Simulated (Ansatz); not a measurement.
# H2S + C2H4: a complex and its separated parts

Aim: how far the complex at one end of a reaction step lies below its separated, relaxed parts, level by level.

Computed with Ansatz 0.2.0, Gaussian basis. Level: PBE0-D4/def2-TZVP structures, single points in def2-TZVPP, no counterpoise correction.

Levels: SPW92, PBE-D4, BLYP-D4, r2SCAN-D4, B97M-V, PBE0-D4, B3LYP-D4, r2SCAN0-D4, BHLYP-D4, CAM-B3LYP-D4, wB97X-V, wB97M-V, B2PLYP, PBE-QIDH, RPA on PBE, Hartree-Fock, MP2, CCSD, CCSD(T).

Correlated methods freeze the cores. B3LYP uses VWN-RPA correlation. B2PLYP carries no dispersion term here.

41 further runs of the same task are left out: 1 that didn't finish, 40 set aside as unsound or not needed.

**1. Starting geometry**

The complex: 9 atoms, charge 0, spin multiplicity 1.

Atoms are counted from 1 here; the program's logs count them from 0.

Bond lengths: S1–H8 1.345 Å, S1–H9 1.341 Å, C2–H3 1.085 Å, C2–H4 1.085 Å, C2–C5 1.324 Å, C5–H6 1.085 Å, C5–H7 1.085 Å. Angles: H8–S1–H9 92.4°, H3–C2–H4 116.6°, H3–C2–C5 121.7°, H4–C2–C5 121.7°, C2–C5–H6 121.7°, C2–C5–H7 121.7°, H6–C5–H7 116.6°.

As a file:

```xyz
9
C2H6S
S    -2.5897   -0.2332   -0.9832
C     1.0636   -0.5632    0.6273
H     1.5256   -1.1170   -0.1830
H     0.6976   -1.1446    1.4668
C     0.9545    0.7562    0.5945
H     1.3225    1.3376   -0.2441
H     0.4946    1.3104    1.4057
H    -1.3604   -0.1221   -0.4488
H    -2.1083   -0.2241   -2.2352
```

Its parts: H2S holds atoms 1, 8, 9; C2H4 holds atoms 2, 3, 4, 5, 6, 7. Each part counts its atoms afresh in its own runs.

**2. Relaxing H2S alone**

relax-a/in.yaml reads:

```yaml
crystal:
  periodic: [false, false, false]
  atoms:
    - {symbol: S, position_ang: [-2.589658, -0.233236, -0.983249]}
    - {symbol: H, position_ang: [-1.360353, -0.122062, -0.448821]}
    - {symbol: H, position_ang: [-2.108257, -0.224148, -2.235153]}
basis:
  gaussian: {orbitals: def2-TZVP}
hamiltonian: {xc: pbe0, dispersion: d4}
relax: {f_tol: 0.005, max_steps: 200}
```

Run with:

```
> ansatz run in.yaml --threads 2 --pin off --events-out ev --progress --plain --max-ram 4352MiB
```

Further steps of the session: Relaxing C2H4 alone; SPW92/def2-TZVPP; PBE-D4/def2-TZVPP; BLYP-D4/def2-TZVPP; r2SCAN-D4/def2-TZVPP; B97M-V/def2-TZVPP; PBE0-D4/def2-TZVPP; B3LYP-D4/def2-TZVPP; r2SCAN0-D4/def2-TZVPP; BHLYP-D4/def2-TZVPP; CAM-B3LYP-D4/def2-TZVPP; wB97X-V/def2-TZVPP; wB97M-V/def2-TZVPP; B2PLYP/def2-TZVPP; PBE-QIDH/def2-TZVPP; RPA on PBE/def2-TZVPP; CCSD(T)/def2-TZVPP; Vibrations of H2S; Vibrations of C2H4.

Q: Predict the outcome of this session. Wanted: complex less parts, CCSD(T)/def2-TZVPP; with zero-point energy; largest T1 diagnostic.

As calculated:

```
                              quantity      value
complex less parts, CCSD(T)/def2-TZVPP  -0.059 eV
                with zero-point energy  -0.022 eV
                 largest T1 diagnostic      0.011
```

**Reading.** At CCSD(T) the complex lies 0.059 eV below its parts. Among the functionals PBE-QIDH lands nearest to CCSD(T) (0.000 eV) and SPW92 farthest (-0.075 eV). By rung, the mean size of the error is: LDA 0.075, GGA 0.029, meta-GGA 0.015, hybrid 0.018, range-separated hybrid 0.009, double hybrid 0.009 eV. PBE-D4 gives a relative energy 0.039 eV too low, an error of 66 % of the reference. No counterpoise was applied, and triple zeta lacks some correlation, so the CCSD(T) reference has a basis error of its own, and close matches with it are partly luck.
